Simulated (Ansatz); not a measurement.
`[NH2][Mg][Cl]` + H₂ → `[MgH][Cl]` + NH₃ at 700 K and 1 bar (hydrogenolysis of a Mg–N bond).

Isolated molecules relaxed with PBE0-D4/def2-TZVP in Ansatz; ΔE leaves out vibrations. CCSD(T)/CBS adds triple-zeta CCSD(T) − MP2 to the extrapolated MP2 energy (def2 sets, frozen cores). This one scheme is used for every species. For Mg outer-core shells are correlated without core-valence functions, which leaves a few kJ/mol of doubt a bond. Each species was taken in one conformer, which may not be the lowest.

```json
{"species": "`[NH2][Mg][Cl]`", "CCSD(T)/CBS energy (Eh)": "-715.67895", "H − E (kJ/mol)": "114.1", "S (J/(mol·K))": "356.4"}
{"species": "H₂", "CCSD(T)/CBS energy (Eh)": "-1.17544", "H − E (kJ/mol)": "46.8", "S (J/(mol·K))": "155.3"}
{"species": "`[MgH][Cl]`", "CCSD(T)/CBS energy (Eh)": "-660.33122", "H − E (kJ/mol)": "49.3", "S (J/(mol·K))": "284.7"}
{"species": "NH₃", "CCSD(T)/CBS energy (Eh)": "-56.50880", "H − E (kJ/mol)": "116.9", "S (J/(mol·K))": "226.5"}
```

H − E and S are ideal-gas, rigid-rotor, harmonic terms from PBE0-D4/def2-TZVP, for one conformer and one mirror image of each species. The MP2-based limit puts H₂ 0.8 mEh under its directly extrapolated value; such offsets cancel only in part. 1 Eh = 2625.50 kJ/mol, R = 8.31446 J/(mol·K).

**Question.** By hand: ΔE, ΔH, ΔS and ΔG.

**Answer.** ΔE = (-660.33122) + (-56.50880) − (-715.67895) − (-1.17544) = 0.01437 Eh = 37.7 kJ/mol. Δ(H − E) = 49.3 + 116.9 − 114.1 − 46.8 = 5.3, so ΔH = 43.0 kJ/mol. ΔS = 284.7 + 226.5 − 356.4 − 155.3 = -0.5 J/(mol·K). ΔG = 43.0 − 700 × (-0.5)/1000 = 43.4 kJ/mol.

**Question.** By hand: the equilibrium constant, and the temperature at which ΔG would vanish if ΔH and ΔS stayed fixed.

**Answer.** log₁₀ K = −ΔG/(RT ln 10) = -3.2. ΔH and −TΔS have one sign here, so there is no such temperature. One of them is within its doubt of zero, so this could turn.

The number of gas molecules stays the same, so ΔS is small and ΔH decides. A doubt of 5 kJ/mol in ΔE shifts log₁₀ K by 0.4 here. Other conformers and mirror images would add mixing entropy, several J/(mol·K) or more a flexible species. These are equilibria of isolated gas molecules and say nothing of rates. Largest T1 diagnostic: 0.008 (customary marks: 0.02 for closed shells, 0.045 for open ones).
